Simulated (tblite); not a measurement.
Species: C5H11O (doublet state).
Z-matrix (Å and degrees, GFN2-xTB geometry), rows numbered from 1:
```
C 
C   1  1.5289
C   2  1.5267  1  109.82
C   2  1.5294  1  109.74  3   122.88
C   4  1.5346  2  113.38  1   169.39
O   5  1.3079  4  117.40  2   178.90
H   1  1.0873  2  110.81  3   179.18
H   1  1.0874  2  110.57  3    59.01
H   1  1.0877  2  110.26  3   -60.82
H   2  1.0969  1  108.37  3  -118.65
H   3  1.0880  2  110.35  1    62.11
H   3  1.0876  2  110.41  1   -57.65
H   3  1.0889  2  111.31  1  -177.50
H   4  1.0918  2  110.14  1   -68.03
H   4  1.0929  2  109.82  1    49.77
H   5  1.1213  4  110.71  2   -51.38
H   5  1.1221  4  107.52  2    57.47
```

Computed with GFN2-xTB (tblite): harmonic, unscaled wavenumbers at the GFN2-xTB geometry, gas phase. The method is semi-empirical: single wavenumbers can be off by several per cent or more. One conformer, not necessarily the lowest. Open shells enter through the occupations alone, without spin polarisation, and single modes of such species can be off by tens of per cent.

Harmonic wavenumbers (cm⁻¹): 74.5, 89.0, 188.1, 205.4, 236.4, 329.7, 383.9, 448.4, 468.6, 548.8, 823.2, 887.9, 944.6, 965.8, 984.3, 1002.8, 1030.7, 1081.9, 1145.5, 1180.0, 1195.7, 1213.6, 1251.9, 1297.2, 1325.7, 1330.8, 1343.8, 1409.1, 1422.1, 1463.0, 1490.8, 1497.6, 1503.2, 1506.8, 2533.4, 2633.0, 2917.0, 2969.7, 2989.6, 3011.5, 3031.6, 3035.3, 3036.2, 3041.0, 3043.1.

A = 7117, B = 1805, C = 1554 MHz; mass 87.081 u (most abundant isotopes); point group C1, symmetry number 1; spin multiplicity 2.

What is the zero-point energy?

½Σν̃ = 32256 cm⁻¹ = 385.87 kJ/mol.

Give the ideal-gas entropy at 350 K and 1 bar in the rigid-rotor, harmonic-oscillator model (classical rotation).

Translation 167.90, rotation 115.72, vibration 97.91, spin (R ln 2) 5.76: S = 387.3 J/(mol K).

And Cp and H(350 K) − H(0)?

Cp = 142.84 J/(mol K), of which vibrations give 109.58 (their classical limit is 45 R = 374.2); H(350 K) − H(0) = 30.27 kJ/mol without the zero-point energy, 18.63 from vibrations.

How do the functions run with temperature in this model?

| T (K) | S (J/(mol K)) | Cp (J/(mol K)) | H − H(0) (kJ/mol) | G − H(0) (kJ/mol) | ln q(vib) |
| --- | --- | --- | --- | --- | --- |
| 150 | 297.8 | 79.8 | 8.28 | -36.39 | 1.77 |
| 250 | 345.3 | 109.1 | 17.70 | -68.63 | 3.56 |
| 298.15 | 365.9 | 125.0 | 23.33 | -85.75 | 4.43 |
| 400 | 407.5 | 160.0 | 37.84 | -125.15 | 6.29 |
| 600 | 484.2 | 219.4 | 76.07 | -214.43 | 10.02 |
| 900 | 585.5 | 279.8 | 151.66 | -375.29 | 15.57 |

q(vib) and H(0) count from the zero-point level.

What must be added to the electronic energy to get the Gibbs energy at 350 K and 1 bar?

ZPE + [H(350 K) − H(0)] − T·S = 385.87 + 30.27 − 135.55 = 280.59 kJ/mol.

Blend soft modes into free rotors: weight 1/[1 + (100 cm⁻¹/ν̃)⁴] for the oscillator and the rest for a rotor with moment μB/(μ + B), μ = h/(8π²ν), B = 10⁻⁴⁴ kg m². What vibrational entropy results?

92.32 J/(mol K) in place of 97.91, which changes −T·S at 350 K by +1.95 kJ/mol.

Hindered rotation and anharmonicity are outside this model. Other conformers, if any are populated, would add a mixing term that is left out. The structure is chiral; the term R ln 2 for an equal mix with its mirror image is left out.
